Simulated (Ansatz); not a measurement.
The end point of a relaxation of Ni. Space group Fm-3m (No. 225), fcc (Cu type). All values below come from PBE (plane waves to 420 eV, PAW, scalar-relativistic; Ansatz, a first-principles code).

Space group Fm-3m (No. 225); a = b = c = 3.5185 Å, α = β = γ = 90.00°

```json
[
 {"atom": "Ni", "site": "4b", "symmetry": "m-3m", "x": "0.5000", "y": "0.5000", "z": "0.5000"}
]
```
(The calculation used a cell of 1 atom; values per cell refer to that cell.)

Problem. Predict the magnetic moment from PBE.

Solution. Net 0.63 μB/atom, ferromagnetic.

Spin state reached: ferromagnetic (net 0.63 μB/atom), from parallel starting moments; other spin orders were not run from this start.

Measured for Ni: a 3.508 Å (static lattice; corrected from measurement; as listed in Daniel Mejia-Rodriguez, S. B. Trickey, Phys. Rev. B (2018)). Computed minus measured — a: PBE +0.3 %. The computed values are for a static lattice.

The run could not lose the symmetry of its start; a randomly shaken copy of 2 atoms returns to this structure.
